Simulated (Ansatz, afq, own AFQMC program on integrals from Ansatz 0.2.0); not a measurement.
**BH2⁺, singlet in cc-pVDZ, levels against full CI**

```xyz
3

B     0.0000    0.0000    0.0819
H     0.0000    0.0000   -1.3431
H     0.0000    0.0000    1.2611
```

Basis cc-pVDZ. Noble-gas cores (and the filled d shells of Ga–Kr and In–Xe) are frozen. Integrals, coupled cluster, full CI and functionals: Ansatz 0.2.0; the random walks run on the same integrals in our own AFQMC program. The CISD trial takes its coefficients from CCSD amplitudes. Released means that phaseless walkers are propagated on without the constraint, phases kept. Free projection: walkers drawn from exp(T), propagated without any constraint. Its projection time is finite, and what remains of the start isn't in its error. ± is one standard error of the sampling.

Determinant: RHF, the one that the program's search chose, which needn't be the lowest solution. The geometry is a point of a scan.

Full CI on the same integrals is exact in this basis and with this determinant's frozen core.

```
T1 diagnostic                               : 0.0074
weight of the determinant in the CISD state : 0.953
size of the correlated space                : 4 electrons in 23 orbitals
```

Reference: full CI, correlation energy -2.126 eV. The released energy is read at 2.40 1/Eh (meV from the phaseless value at times in 1/Eh: 0.1 ± 0.5 at 0.24, -0.1 ± 0.6 at 0.51, -0.5 ± 0.4 at 0.99, -0.8 ± 0.4 at 1.62, -1.5 ± 0.4 at 2.40).

| level | E − E(reference) (meV) | share of correlation (%) |
| --- | --- | --- |
| HF | 2126.3 | 0.00 |
| MP2 | 561.2 | 73.61 |
| CCSD | 31.9 | 98.50 |
| CCSD(T) | 9.6 | 99.55 |
| CCSDT | 0.9 | 99.96 |
| CCSDT(Q) | 0.3 | 99.99 |
| ph-AFQMC/HF | -72.7 ± 16.1 | 103.42 |
| ph-AFQMC/CISD | 0.9 ± 0.5 | 99.96 |
| released AFQMC | -0.6 ± 0.4 | 100.03 |
| free AFQMC | -0.8 ± 0.4 | 100.04 |

CCSDT and higher add their correlation energy to the determinant of the CCSD(T) run, since their own runs factorise the integrals more tightly (a shift of under 2 meV). Free projections are given only where their last times agree within the noise and don't stop above the reference; a slow remainder of the start can still hide under it. A walk keeps the symmetry of its determinant, which the program's search chose and which needn't be the lowest solution, so a lower state of the same spin and another symmetry isn't excluded. Released energies are given only where the last usable release times agree within the noise; a slower fall can still hide under it.
